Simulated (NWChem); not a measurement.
CH3O anion

```xyz
5

C      0.0000     0.0000    -0.5411
O      0.0000     0.0000     0.7951
H      0.7284     0.7284    -1.0381
H      0.2666    -0.9951    -1.0381
H     -0.9951     0.2666    -1.0381
```
Atoms are numbered in this order, from 1.

All runs: NWChem. Sets without diffuse functions describe the anion's extra electron poorly. All runs use the structure optimised with B3LYP/def2-SVPD. The highest occupied level is positive in some or all of these runs, so the extra electron may be held by the finite basis. Total energies compare along this basis series because the functional is fixed.

```tsv
level	basis functions	energy (Ha)	highest occupied level (eV)	orbital gap (eV)
PBE/def2-SVP	43	-114.8497	3.47	3.47
PBE/def2-SVPD	67	-114.8951	2.11	2.79
PBE/def2-TZVP	80	-115.0088	2.59	3.40
PBE/def2-TZVPP	104	-115.0104	2.57	3.43
PBE/def2-QZVP	204	-115.0245	2.23	2.83
```
